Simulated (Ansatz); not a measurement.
System: bcc Fe. Method: LDA in Ansatz (PAW).

Numerical settings: plane-wave cutoff 520 eV, 32×32×32 k mesh, Fermi–Dirac smearing 0.045 eV (set by the program), spin-polarised with parallel moments, scalar-relativistic PAW data made under PBE.

Computed at the level's own relaxed cell.

Elastic tensor (GPa, Voigt notation, ions relaxed):

```
  363.3   197.1   197.1     0.0     0.0     0.0
  197.1   363.3   197.1     0.0     0.0     0.0
  197.1   197.1   363.3     0.0     0.0     0.0
    0.0     0.0     0.0   155.4     0.0     0.0
    0.0     0.0     0.0     0.0   155.4     0.0
    0.0     0.0     0.0     0.0     0.0   155.4
```

### Question
Work out the Voigt, Reuss and Hill averages of the bulk and shear moduli, Young's modulus and Poisson's ratio from the printed constants.

### Answer
K_V = [C11 + C22 + C33 + 2(C12 + C13 + C23)]/9 = [1089.9 + 2 × 591.3]/9 = 252.5 GPa. G_V = [1089.9 − 591.3 + 3 × 466.2]/15 = 126.5 GPa. From the compliances S = C⁻¹, K_R = 252.5 and G_R = 115.3 GPa. Hill means: K = 252.5, G = 120.9 GPa. E = 9KG/(3K + G) = 313 GPa, ν = (3K − 2G)/(6K + 2G) = 0.29, K/G = 2.09.

Measured, for comparison: elastic constant C11 243 GPa (4 K, zero-point motion not removed, our sources range from 236 to 243; as tabulated in Sha and Cohen (2006), arXiv:cond-mat/0612308); elastic constant C12 138 GPa (4 K, zero-point motion not removed, our sources range from 134 to 138; as tabulated in Sha and Cohen (2006), arXiv:cond-mat/0612308); elastic constant C44 122 GPa (4 K, zero-point motion not removed; as tabulated in Sha and Cohen (2006), arXiv:cond-mat/0612308). Computed (rounded) less measured: elastic constant C11 +49 % (+49 % to +54 % over the range), elastic constant C12 +43 % (+43 % to +47 % over the range), elastic constant C44 +27 %.

Computed values are for the static lattice.

Ansatz is a quantum-chemistry and plane-wave program.
